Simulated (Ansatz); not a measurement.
Species: NaCl, charge 1, doublet. NaCl+ (parent SMILES [Na][Cl], doublet).
B3LYP-D3(BJ)/def2-TZVP minimum from Ansatz (an electronic-structure program):
```
Na
Cl 1 2.8126
```
Charge +1, spin multiplicity 2.

Total energies in def2-TZVPP, 7 correlated electrons, 10 frozen orbitals. UHF or UKS for unpaired electrons; spin-orbit terms are left out. Correlated methods leave the cores frozen. No relativity. The spin of ClNa+ (parent SMILES [Na][Cl], doublet) was assumed, and the state is the lowest solution found for it.

```csv
method,program,energy (Eh),minus CCSDT(Q) (mEh)
HF,Ansatz,-621.15679,189.06
MP2,Ansatz,-621.31564,30.22
CCSD,Ansatz,-621.33912,6.74
CCSD(T),Ansatz,-621.34500,0.86
CCSDT(Q),Ansatz,-621.34586,0.00
```

Rough core times of Ansatz's runs on a shared machine: CCSD(T) under 20 s, CCSDT(Q) 60 s.
